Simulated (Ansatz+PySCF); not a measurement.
Two shapes of singlet C₃H₄.

Shape 1:

```xyz
7

C     0.0000    0.0000   -0.8550
C     0.0000    0.6483    0.4979
C     0.0000   -0.6483    0.4979
H     0.9187    0.0000   -1.4638
H    -0.9187    0.0000   -1.4638
H     0.0000    1.5897    1.0414
H     0.0000   -1.5897    1.0414
```

Shape 2:

```xyz
7

C     0.0000    0.0000   -0.9234
C     0.0000    0.7002    0.5378
C     0.0000   -0.7002    0.5378
H     0.9922    0.0000   -1.5809
H    -0.9922    0.0000   -1.5809
H     0.0000    1.7169    1.1247
H     0.0000   -1.7169    1.1247
```

Basis set: def2-SVP (spherical functions). Frozen core: 3 orbitals. Charge 0, multiplicity 1.

Computed with Ansatz (development build ahead of 0.2.0); each method stands on the lowest determinant of its kind that the runs found.

**Question.** Which shape is lower in energy, and by how much in each method?

**Answer.**

| method | E(2) − E(1) (eV) |
| --- | --- |
| UHF | 1.351 |
| RHF-MP2 | 1.019 |
| UHF-MP2 | 1.586 |
| RHF-CCSD | 1.016 |
| RHF-CCSD(T) | 0.921 |

Shape 1 is lower. Caution for UHF, UHF-MP2: the unrestricted determinant is spin contaminated; the determinant breaks the point group. Caution for UHF-MP2: another reference gives a lower total.
